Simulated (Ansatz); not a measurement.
# CH2 (triplet): the correlation ladder at scale of all distances = 1.480, cc-pVDZ

Aim: climb from Hartree-Fock through coupled cluster and multireference methods for CH2 (triplet) at one geometry and basis, and see what each rung misses.

The runs use Ansatz 0.2.0, Gaussian basis; cc-pVDZ, core rule «outside noble gas», up to 1 orbitals frozen.

The runs, in order: UHF; CCSD(T) on ROHF; CCSD(T) on UHF; BCCD(T) on ROHF; CISD; CCSDT(Q) on ROHF; CCSDT(Q) on UHF; CISDTQ; CASSCF and MRCISD+Q, 4 electrons in 4 orbitals; CASSCF and NEVPT2, 4 electrons in 4 orbitals; CASSCF and MRCISD+Q, 6 electrons in 6 orbitals; CASSCF and NEVPT2, 6 electrons in 6 orbitals; Full CI.

7 further runs of the same task are left out: 4 that didn't finish, 3 set aside as unsound or not needed.

**1. The geometry**

The geometry derives from a PBE0/def2-TZVP stationary point (not a proven minimum). All distances are scaled together.

3 atoms, charge 0, spin multiplicity 3.

Atoms are counted from 1 here; the program's logs count them from 0.

No contacts short enough for the rule that draws bonds.

**2. UHF**

in.yaml reads:

```yaml
crystal:
  periodic: [false, false, false]
  atoms:
    - {symbol: C, position_ang: [0.000000, -0.088159, 0.000000]}
    - {symbol: H, position_ang: [0.000000, 0.525254, -1.474318]}
    - {symbol: H, position_ang: [0.000000, 0.525254, 1.474318]}
basis:
  gaussian: {orbitals: cc-pVDZ}
magnetization: {spin_polarized: true, initial_magnetization: 2}
hamiltonian: {xc: hf}
output: {orbitals: {seedname: orbitals}}
```

Command:

```bash
> ansatz run in.yaml --threads 1 --pin off --events-out ev --progress --plain --max-ram 2393MiB
```

After this run come: CCSD(T) on ROHF; CCSD(T) on UHF; BCCD(T) on ROHF; CISD; CCSDT(Q) on ROHF; CCSDT(Q) on UHF; CISDTQ; CASSCF and MRCISD+Q, 4 electrons in 4 orbitals; CASSCF and NEVPT2, 4 electrons in 4 orbitals; CASSCF and MRCISD+Q, 6 electrons in 6 orbitals; CASSCF and NEVPT2, 6 electrons in 6 orbitals; Full CI.

Before running them: what should the planned runs give, taken together? Wanted: FCI below the RHF energy; RMP2 from FCI; UMP2 from FCI; RCCSD from FCI; RCCSD(T) from FCI; UCCSD(T) from FCI; RCCSDT(Q) from FCI; UCCSDT(Q) from FCI; NEVPT2 pair from FCI.

**Answer**, as computed:

| quantity | value |
| --- | --- |
| FCI below the RHF energy | -4.0163 eV |
| RMP2 from FCI | +94.3 kJ/mol |
| UMP2 from FCI | +94.4 kJ/mol |
| RCCSD from FCI | +16.2 kJ/mol |
| RCCSD(T) from FCI | +4.4 kJ/mol |
| UCCSD(T) from FCI | +4.5 kJ/mol |
| RCCSDT(Q) from FCI | +0.1 kJ/mol |
| UCCSDT(Q) from FCI | +0.1 kJ/mol |
| NEVPT2 pair from FCI | +79.0 kJ/mol |
| MRCISD+Q pair from FCI | -1.0 kJ/mol |
| NEVPT2 valence from FCI | +44.3 kJ/mol |
| levels within 1 kcal/mol (43 meV) | RCCSDT, UCCSDT, CISDTQ, RCCSDT(Q), UCCSDT(Q), MRCISD+Q pair, MRCISD+Q valence |
| T1 diagnostic | 0.022 |
| effectively unpaired electrons | 2.11 |

**Reading.** RCCSD(T) misses by +4.4 kJ/mol, 1.1 % of the correlation energy. MRCISD+Q pair falls below full CI: the +Q correction isn't variational, and the cores differ from full CI's. One determinant dominates. Of the multireference levels listed MRCISD+Q pair comes nearest in total energy (-1.0 kJ/mol), which doesn't show that its space is the better one. These misses are within one basis, not against nature; the frozen cores of restricted and unrestricted runs differ, which can shift their rows.
